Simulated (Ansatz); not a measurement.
Ansatz (a quantum-chemistry and plane-wave program) input:

Ansatz 0.2 input:
```yaml
crystal:
  periodic: [false, false, false]
  atoms:
    - {symbol: C, position_ang: [-0.00526853, -0.07818118, 0.25668291]}
    - {symbol: C, position_ang: [0.21432733, -0.71945097, -0.90441436]}
    - {symbol: C, position_ang: [-0.06417696, 0.73770674, -1.00647025]}
    - {symbol: C, position_ang: [-0.11661065, -0.06504015, 1.60843093]}
    - {symbol: H, position_ang: [0.43553374, -1.62494026, -1.43935488]}
    - {symbol: H, position_ang: [0.75052162, 1.42463687, -1.23460956]}
    - {symbol: H, position_ang: [-1.03194270, 1.07391313, -1.37801979]}
    - {symbol: H, position_ang: [0.01552548, -0.97202136, 2.18420501]}
    - {symbol: H, position_ang: [-0.33926529, 0.84820500, 2.14240385]}
basis:
  gaussian:
    orbitals: def2-TZVPD
hamiltonian:
  xc: {name: PBE-QIDH}
magnetization: {spin_polarized: true, initial_magnetization: 1}
correlation: {electrons: outside_noble_gas}
```

What final total energy does it print?

-155.12675 Eh (PBE-QIDH/def2-TZVPD). The basis has 193 functions.

It need not be the lowest isomer of its formula.

The determinant is spin-contaminated: <S^2> is 0.86 against 0.75 for a pure state.
